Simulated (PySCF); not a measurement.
# BO₂: doublet, from a bent start

The task is one start of a wider search on BO₂: the doublet, from a bent start. It is relaxed, tested by its Hessian and followed downhill if it is a saddle.

The runs use PySCF 2.14.0; PBE0, basis B def2-TZVP, O def2-TZVP, no relativity, density fitting.

## (1) Where the work starts

3 atoms, charge 0, spin multiplicity 2.

Bond lengths: B1–O2 1.350 Å, B1–O3 1.350 Å. Angles: O2–B1–O3 110.0°.

Z-matrix (Å, degrees; charge 0 multiplicity 2):
```
B
O  1 1.3500
O  1 1.3500 2 110.00
```

## (2) First SCF at the start

The steps below are one call of a driver around PySCF. For each, scf.py gives the equivalent set-up of the SCF; relaxations use the driver's own optimiser. After this first run the driver tries any further starts and a stability analysis.

scf.py

```python
from pyscf import gto, scf, dft
mol = gto.M(atom='''
B      0.000000     0.000000     0.000000
O      1.105900     0.000000     0.774300
O     -1.105900     0.000000     0.774300''',
    basis={'B': 'def2-TZVP', 'O': 'def2-TZVP'},
    charge=0, spin=1)
mf = dft.UKS(mol, xc='PBE0')
mf.grids.atom_grid = (50, 194)
aux = {'B': 'def2-universal-JKFIT', 'O': 'def2-universal-JKFIT'}
mf = mf.density_fit(auxbasis=aux)
mf.conv_tol = 1e-08
mf.diis_space = 10
mf.max_cycle = 60
mf.init_guess = 'minao'
mf.verbose = 4
mf.kernel()
```

Command:

```bash
> OMP_NUM_THREADS=4 python axn.py task.json out
```

The runs that follow: Relaxing the doublet from the bent start; Is it a minimum? Harmonic modes.

Q: Predict the outcome of this session. Wanted: minimum; geometry; wavenumbers; dipole moment; highest occupied, lowest empty level; polar-tensor charge of B1; zero-point energy; atomisation energy; ⟨S²⟩.

**Answer**, as computed:

```
                                          quantity                           value
                                           minimum                    doublet, D∞h
                                          geometry  B–O 1.260 Å (×2); O–B–O 180.0°
                                wavenumbers (cm⁻¹)            417, 507, 1098, 1367
                                     dipole moment                          0.00 D
highest occupied, lowest empty level (either spin)                -10.14, -6.77 eV
                         polar-tensor charge of B1                         -0.39 e
                                 zero-point energy                     20.3 kJ/mol
                               entropy at 298.15 K                 224.4 J/(mol K)
         atomisation energy (no zero-point energy)                     1369 kJ/mol
                                              ⟨S²⟩                           0.781
```

In words: The bent start (C2v) ends in a minimum of D∞h symmetry. The strongest infrared band lies at 1367 cm⁻¹. Other starts or spin states, not run here, may lie lower. The SCF density has lower symmetry than the nuclear frame.
